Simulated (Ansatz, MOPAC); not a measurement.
Gas-phase reaction in SMILES: CB(C)NC + 4 [H][H] (H2) → B (BH3) + 3 C (CH4) + N (NH3)

Wanted: energy of full hydrogenation (enthalpy at 298 K), in kcal/mol. Conventions: non-relativistic; spin-orbit terms left out; frozen cores in correlated levels; dispersion terms only where a functional's name holds one. Basis-set limits of correlation are two-point, X^-3; Hartree-Fock from the larger set. First-principles rows: single points at B3LYP-D3(BJ) geometries (Ansatz, a first-principles code), with unscaled harmonic terms from B3LYP/6-31G* (Ansatz) at its own minima. Semi-empirical rows: MOPAC heats of formation at their own minima for 298 K.

```tsv
species	coefficient	E at B3LYP/STO-3G (Ansatz), Eh	E at PBE0/def2-TZVPD (Ansatz), Eh	H(298 K) - E, kcal/mol	heat of formation at PM3 (MOPAC), kcal/mol
CNB(C)C	-1	-197.56390	-199.82023	89.45	-48.35
[H][H] (H2)	-4	-1.16533	-1.16825	8.44	-13.39
B (BH3)	+1	-26.29321	-26.56584	19.05	42.29
C (CH4)	+3	-40.03875	-40.47422	30.76	-13.03
N (NH3)	+1	-55.78545	-56.51502	24.05	-3.07
```

Coupled cluster (Ansatz) is a level with limits of its own, used here on species with T1 under 0.025 (0.045 for open shells) and stable references: CCSD(T)/CBS(cc-pVTZ,cc-pVQZ). Value to compare with, CCSD(T)/CBS(cc-pVTZ,cc-pVQZ) (Ansatz): 7.6 kcal/mol. 1 Eh = 627.5095 kcal/mol.

Q: Compute it at each level from the table, and compare with CCSD(T)/CBS(cc-pVTZ,cc-pVQZ) (Ansatz).

A: 
- B3LYP/STO-3G: the sum of coefficient times E is 0.03031 Eh, or 19.02 kcal/mol; the thermal terms add 12.17. Result: 31.2 kcal/mol. Its difference against CCSD(T)/CBS(cc-pVTZ,cc-pVQZ) (Ansatz) is 23.6 kcal/mol.
- PBE0/def2-TZVPD: the sum of coefficient times E is -0.01029 Eh, or -6.46 kcal/mol; the thermal terms add 12.17. Result: 5.7 kcal/mol. Its difference against CCSD(T)/CBS(cc-pVTZ,cc-pVQZ) (Ansatz) is -1.9 kcal/mol.
- PM3: the sum of coefficient times heat of formation is 102.04 kcal/mol; it needs no thermal term. Its difference against CCSD(T)/CBS(cc-pVTZ,cc-pVQZ) (Ansatz) is 94.4 kcal/mol.
